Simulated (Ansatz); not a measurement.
Rock-salt HfC, treated with r²SCAN-D4 (Ansatz, a program for electronic structure, PAW).

Run with plane-wave cutoff 560 eV, 20×20×20 k mesh, Fermi–Dirac smearing 0.05 eV, scalar-relativistic PAW data made under PBE.

Computed points:

```
V (Å³/atom)  E − E_lowest (meV/atom)  P (GPa)
-----------  -----------------------  -------
11.684                         38.19    17.24
11.932                         16.42    10.93
12.181                          3.98     5.20
12.429                          0.00     0.01
12.678                          3.69    -4.69
12.927                         14.33    -8.96
13.175                         31.29   -12.83
```

Problem. Estimate the bulk modulus from the pressures at 12.181 and 12.678 Å³/atom, and compare it with a fit to all energies.

Solution. B = −V dP/dV. Between V = 12.181 and 12.678 Å³/atom, dP/dV = (-4.69 − (5.20))/(12.678 − 12.181) = -19.9 GPa per Å³/atom; at the midpoint 12.430 Å³/atom this gives B ≈ 247 GPa. The third-order Birch–Murnaghan fit gives V0 = 12.430 Å³/atom, B0 = 247 GPa, B′ = 3.9, which lies within 1 % of that estimate.

Measured, for comparison: bulk modulus 242 GPa (room temperature, no zero-point or thermal correction, our sources range from 242 to 286; as tabulated in Synthesis of Binary Transition Metal Nitrides, Carbides and Borides from the …); equilibrium volume per atom 12.47 Å³/atom (temperature not stated, no zero-point or thermal correction; as tabulated in Zhang et al. (2018), doi:10.1088/1367-2630/aac7f0). Computed (rounded) less measured: bulk modulus not scored (sources differ), equilibrium volume per atom -0.3 %. A static lattice is as a rule a little smaller and stiffer than an uncorrected measurement, which narrows the difference in the equilibrium volume per atom and would widen misses of the other sign.

Spin–orbit coupling is not included.

The computed numbers hold no vibrational or temperature effects.
